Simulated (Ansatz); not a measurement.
Basis sets compared for the cluster Na₃. Charge 0, multiplicity 2. Geometry B3LYP/def2-TZVP. Ansatz on 2 threads of Arm Neoverse V1 on a shared host; times are rough, and most runs start from earlier orbitals.

Cartesian coordinates in Å:
```
Na -2.1456 -0.2975 -1.1862
Na 0.2270 1.4423 0.1335
Na 1.9186 -1.1448 1.0527
```

B3LYP takes the VWN-RPA correlation. The structure comes from a short search, and lower isomers may exist.

| level | functions | energy (Eh) | HOMO (eV) | LUMO (eV) | wall time |
| --- | --- | --- | --- | --- | --- |
| PBE/def2-SVP | 45 | -486.3419 | -2.61 | -2.08 | 1.3 s |
| PBE/def2-TZVP (with forces) | 96 | -486.5231 | -2.66 | -2.12 | 2.2 s |
| r2SCAN/def2-TZVP | 96 | -486.7696 | -2.76 | -1.71 | 4.8 s |
| B3LYP/6-31G | 39 | -486.8752 | -3.00 | -1.88 | 1.8 s |
| B3LYP/def2-TZVP | 96 | -486.9099 | -2.99 | -1.86 | 2.5 s |
| PBE0/def2-SVP | 45 | -486.3848 | -3.05 | -1.56 | 2 s |
| PBE0/def2-TZVP (with forces) | 96 | -486.5639 | -3.10 | -1.60 | 7 s |

(1) Estimate the rows for PBE/def2-TZVPD, r2SCAN/def2-TZVPD, PBE0/def2-TZVPD.

## Answers

(1) 
```json
{"level": "PBE/def2-TZVPD", "functions": "105", "energy (Eh)": "-486.5232", "HOMO (eV)": "-2.66", "LUMO (eV)": "-2.12", "wall time": "2.7 s"}
{"level": "r2SCAN/def2-TZVPD", "functions": "105", "energy (Eh)": "-486.7697", "HOMO (eV)": "-2.76", "LUMO (eV)": "-1.71", "wall time": "6 s"}
{"level": "PBE0/def2-TZVPD", "functions": "105", "energy (Eh)": "-486.5640", "HOMO (eV)": "-3.10", "LUMO (eV)": "-1.60", "wall time": "2.9 s"}
```
